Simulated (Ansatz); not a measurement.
**The cluster Sn₂Ge₂: geometry, orbitals and charge**

Aim: characterise the cluster Sn₂Ge₂ as a singlet: its structure, frontier levels and distribution of charge.

The runs use Ansatz 0.2.0, Gaussian basis; RKS PBE0-D4/def2-TZVP.

The runs, in order: relaxation at PBE0-D4/def2-SVP; a single point at PBE0-D4/def2-TZVP.

6 further runs of the same task are left out: 6 set aside as unsound or not needed.

### 1 The starting structure

4 atoms, charge 0, spin multiplicity 1.

Atoms are counted from 1 here; the program's logs count them from 0.

Bond lengths: Ge1–Ge2 0.185 Å, Ge1–Sn3 1.010 Å, Ge2–Sn3 0.968 Å. Angles: Ge2–Ge1–Sn3 71.9°, Ge1–Ge2–Sn3 97.6°, Ge1–Sn3–Ge2 10.5°.

Geometry (Å):

```xyz
4

Ge   -0.0116   -0.2782   -0.5783
Ge    0.0861   -0.2097   -0.7195
Sn    0.6319   -0.9911   -0.8895
Sn   -0.7064    1.4790    2.1872
```

Sn takes a core potential in the def2 sets. No spin-orbit coupling is included.

The start is a GFN1-xTB geometry.

### 2 Relaxation at PBE0-D4/def2-SVP

in.yaml reads:

```yaml
crystal:
  periodic: [false, false, false]
  atoms:
    - {symbol: Ge, position_ang: [-0.011580, -0.278220, -0.578260]}
    - {symbol: Ge, position_ang: [0.086100, -0.209650, -0.719480]}
    - {symbol: Sn, position_ang: [0.631880, -0.991140, -0.889500]}
    - {symbol: Sn, position_ang: [-0.706400, 1.479010, 2.187240]}
basis:
  gaussian: {orbitals: def2-SVP}
hamiltonian: {xc: pbe0, dispersion: d4}
scf: {lower_state_search: "off"}
output: {orbitals: {seedname: orbitals}}
relax: {f_tol: 0.02, max_steps: 100}
```

Launch:

```bash
$ ansatz run in.yaml --threads 2 --pin off --events-out ev --progress --plain --max-ram 32768MiB --backend cpu
```

Further steps of the session: Single point, PBE0-D4/def2-TZVP.

Q: Predict the results of all the runs planned. Wanted: point group; commonest bond; HOMO, LUMO at PBE0-D4/def2-TZVP; dipole at PBE0-D4/def2-SVP.

The runs gave:

```
                       quantity                            value
                    point group                               Cs
                 commonest bond  Ge–Sn, 3 of mean length 2.694 Å
HOMO, LUMO at PBE0-D4/def2-TZVP                  -5.77, -3.33 eV
     dipole at PBE0-D4/def2-SVP                           1.37 D
```

**Reading.** The relaxation broke 0 and made 2 bonds, so the end is another structure than the start. No usable vibrations, so a minimum isn't proven. The HOMO lies nearest to Sn4 40 %; Ge2 27 % and the LUMO to Sn4 52 %; Ge2 38 %. Whether this spin is the lowest isn't tested here.
